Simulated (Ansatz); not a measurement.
# [H···H···Br], doublet along the distance H1-H2

Starting geometry:

```xyz
3

H     0.0000    0.0000   -1.1120
H     0.0000    0.0000   -0.3670
Br    0.0000    0.0000    1.4790
```

From there atom H2 is moved from one fragment to the other while all else, the fragments' distance too, stays fixed; atoms are numbered as listed. Energies are in kJ/mol, counted from the starting geometry at the same level.

Basis cc-pVTZ; Ansatz 0.2.0. Only valence electrons are correlated (noble-gas cores and the filled d shells of p-block atoms frozen). Prefix R: restricted or restricted open-shell reference; prefix U: unrestricted. No spin–orbit coupling is included, and no scalar relativity.

For open shells CISD is restricted-active-space CI with the open shells as a complete middle space.

Full CI isn't at hand for all of this; UCCSDT(Q) serves as the reference, and is uncertain by the last step of the cluster series or more. The frozen core follows each run's orbitals, which can shift R against U totals by a few meV for light atoms and by up to 0.1 eV past Ca.

```tsv
distance H1-H2 (Å)	UCCSDT(Q)	error RMP2	error CISD	error UCCSD	error RCCSD(T)	error UCCSD(T)	error RCCSDT(Q)
0.693	4.1	-1.1	-1.7	-0.6	-0.1	-0.1	0.0
0.745	0.0	0.0	0.0	0.0	0.0	0.0	0.0
0.790	2.8	0.9	1.7	0.6	0.1	0.1	0.0
0.835	9.0	1.5	3.5	1.4	0.1	0.2	0.0
0.880	16.9	1.0	5.2	2.1	0.1	0.2	-0.1
0.926	25.1	-1.6	6.2	2.9	0.1	0.3	-0.1
0.971	32.3	-4.4	6.6	3.4	0.1	0.3	-0.1
1.016	38.2	-3.1	7.0	3.8	0.1	0.3	-0.1
1.061	42.9	-3.3	6.2	3.9	0.1	0.3	-0.1
```

Errors are those of relative energies. In total energy the starting point itself misses UCCSDT(Q) by: RMP2 84.5, CISD 46.7, UCCSD 17.1, RCCSD(T) 2.3, UCCSD(T) 2.1, RCCSDT(Q) 0.2 kJ/mol.

Spread of the error over the points with a reference, to 1.061 Å (largest less smallest): RCCSDT(Q) 0.2, RCCSD(T) 0.2, UCCSD(T) 0.4, UCCSD 4.6, RMP2 5.9, CISD 8.7 kJ/mol.
